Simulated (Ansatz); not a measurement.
Born–Oppenheimer molecular dynamics of BClH2O (5 atoms, charge 0, multiplicity 1). It starts from a relaxed structure.

Level of theory: RKS PBE0-D4/def2-TZVP (Ansatz).

```yaml
ensemble: NVE (Milne-controlled integrator)
time_step: 0.5 fs
steps_asked: 150
starting_velocities_drawn_for: 400 K
seed: 706288
```

Frames 0.5 fs apart, positions in Å, forces in eV/Å.

Velocities at 50.0 fs (Å/ps):

```
B 1.04 -0.13 -8.06
O -3.66 -0.59 -0.78
H -5.28 7.55 -3.81
H 6.07 6.76 8.36
Cl 1.31 -0.10 2.68
```

```xyz
5
Properties=species:S:1:pos:R:3:forces:R:3 time_fs=50.0 energy_less_start_eV=0.077 T=202
B -0.029 -0.006 -0.003 0.68 -0.62 0.23
O -0.035 -0.112 1.332 0.84 0.18 -0.25
H -0.921 -0.211 1.635 -1.15 -0.03 0.75
H 1.040 -0.065 -0.520 -0.10 0.33 -0.35
Cl -1.538 -0.030 -0.877 -0.27 0.14 -0.38
5
Properties=species:S:1:pos:R:3:forces:R:3 time_fs=50.5 energy_less_start_eV=0.076 T=203
B -0.028 -0.006 -0.007 0.67 -0.62 0.45
O -0.037 -0.112 1.331 0.78 0.18 -0.35
H -0.925 -0.208 1.634 -1.07 -0.02 0.71
H 1.042 -0.062 -0.516 -0.07 0.32 -0.38
Cl -1.537 -0.030 -0.876 -0.31 0.14 -0.43
5
Properties=species:S:1:pos:R:3:forces:R:3 time_fs=51.0 energy_less_start_eV=0.073 T=211
B -0.027 -0.006 -0.011 0.65 -0.61 0.67
O -0.039 -0.112 1.331 0.56 0.17 -0.38
H -0.931 -0.204 1.635 -0.82 0.00 0.60
H 1.045 -0.057 -0.513 -0.06 0.30 -0.41
Cl -1.537 -0.030 -0.875 -0.34 0.14 -0.48
5
Properties=species:S:1:pos:R:3:forces:R:3 time_fs=51.5 energy_less_start_eV=0.069 T=221
B -0.026 -0.007 -0.014 0.62 -0.60 0.87
O -0.041 -0.113 1.330 0.24 0.14 -0.36
H -0.940 -0.200 1.637 -0.45 0.03 0.45
H 1.048 -0.052 -0.511 -0.04 0.29 -0.43
Cl -1.536 -0.030 -0.873 -0.37 0.14 -0.52
5
Properties=species:S:1:pos:R:3:forces:R:3 time_fs=52.0 energy_less_start_eV=0.068 T=225
B -0.025 -0.007 -0.018 0.59 -0.58 1.05
O -0.042 -0.113 1.330 -0.13 0.11 -0.31
H -0.949 -0.197 1.640 -0.03 0.07 0.27
H 1.050 -0.046 -0.510 -0.03 0.27 -0.44
Cl -1.536 -0.030 -0.872 -0.40 0.13 -0.57
5
Properties=species:S:1:pos:R:3:forces:R:3 time_fs=52.5 energy_less_start_eV=0.070 T=220
B -0.024 -0.008 -0.021 0.56 -0.56 1.21
O -0.044 -0.113 1.329 -0.49 0.08 -0.25
H -0.959 -0.193 1.644 0.38 0.10 0.10
H 1.053 -0.039 -0.511 -0.03 0.26 -0.45
Cl -1.535 -0.030 -0.871 -0.42 0.13 -0.61
5
Properties=species:S:1:pos:R:3:forces:R:3 time_fs=53.0 energy_less_start_eV=0.074 T=208
B -0.023 -0.009 -0.024 0.53 -0.53 1.34
O -0.045 -0.113 1.328 -0.78 0.06 -0.19
H -0.967 -0.188 1.648 0.73 0.11 -0.06
H 1.055 -0.032 -0.512 -0.04 0.24 -0.44
Cl -1.534 -0.030 -0.870 -0.45 0.12 -0.65
5
Properties=species:S:1:pos:R:3:forces:R:3 time_fs=53.5 energy_less_start_eV=0.080 T=195
B -0.022 -0.010 -0.027 0.50 -0.50 1.45
O -0.047 -0.113 1.328 -0.98 0.05 -0.16
H -0.974 -0.184 1.652 0.99 0.12 -0.19
H 1.057 -0.024 -0.514 -0.05 0.22 -0.42
Cl -1.534 -0.030 -0.869 -0.47 0.12 -0.68
5
Properties=species:S:1:pos:R:3:forces:R:3 time_fs=54.0 energy_less_start_eV=0.083 T=186
B -0.020 -0.011 -0.029 0.48 -0.47 1.54
O -0.049 -0.114 1.327 -1.07 0.05 -0.15
H -0.979 -0.179 1.655 1.14 0.12 -0.28
H 1.060 -0.016 -0.518 -0.07 0.19 -0.40
Cl -1.534 -0.030 -0.868 -0.48 0.11 -0.71
5
Properties=species:S:1:pos:R:3:forces:R:3 time_fs=54.5 energy_less_start_eV=0.083 T=185
B -0.018 -0.012 -0.032 0.45 -0.43 1.60
O -0.051 -0.114 1.326 -1.04 0.06 -0.17
H -0.981 -0.174 1.658 1.17 0.10 -0.33
H 1.062 -0.007 -0.522 -0.10 0.17 -0.37
Cl -1.533 -0.030 -0.867 -0.49 0.10 -0.73
5
Properties=species:S:1:pos:R:3:forces:R:3 time_fs=55.0 energy_less_start_eV=0.079 T=195
B -0.017 -0.013 -0.033 0.43 -0.39 1.63
O -0.053 -0.114 1.325 -0.89 0.07 -0.22
H -0.980 -0.169 1.660 1.08 0.08 -0.32
H 1.063 0.002 -0.527 -0.13 0.14 -0.33
Cl -1.533 -0.030 -0.866 -0.50 0.10 -0.75
5
Properties=species:S:1:pos:R:3:forces:R:3 time_fs=55.5 energy_less_start_eV=0.073 T=211
B -0.015 -0.015 -0.035 0.41 -0.34 1.64
O -0.055 -0.114 1.325 -0.62 0.09 -0.31
H -0.976 -0.164 1.661 0.88 0.05 -0.28
H 1.065 0.011 -0.533 -0.17 0.12 -0.28
Cl -1.532 -0.030 -0.865 -0.50 0.09 -0.77
```

Of the whole run (75 fs, mean temperature of the second half 203 K): The conserved energy stayed within 0.016 meV per atom of its start (net change -0.0042 meV per atom), so the integration is sound. The temperature averaged 0.51 of the 400 K drawn at the start: a run that starts near a minimum puts about half its kinetic energy into the potential. A run of 0.075 ps of so small a system gives no equilibrium averages.

The run took 5.1 min on 2 threads of Arm Neoverse N1 (shared host), peak memory 0.18 GiB.
